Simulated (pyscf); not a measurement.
Optimised with ωB97X-D3(BJ)/def2-SVP in PySCF.

For the elementary gas-phase step H₂N–Ge(Cl)(Cl)–Cl + H• → Cl–Ge•(Cl)–Cl + NH₃ (doublet surface; Ge–N broken, H–N formed), what barrier and reaction energy does ωB97M-D3(BJ)/def2-TZVP give, measured from the separated reactants?

ΔE‡ = 10.1 kcal/mol, ΔE = -25.7 kcal/mol. Zero-point energy shifts the barrier by +2.0 kcal/mol. It is a substitution at N, with an imaginary mode of 1516i cm⁻¹. On the product side the descent ends in a bound adduct, 12.9 kcal/mol under the separated species and 47.0 kcal/mol under the saddle at ωB97X-D3(BJ)/def2-TZVP. At ωB97X-D3(BJ) the barrier from the zero used here is 12.4 kcal/mol. Abstraction by the radical was not located in this set and often lies lower. This is the saddle that the search found; another between the same sides may lie lower. The angle at the attacked N is 140°. Elements up to Kr have no core potential and no relativistic terms here.
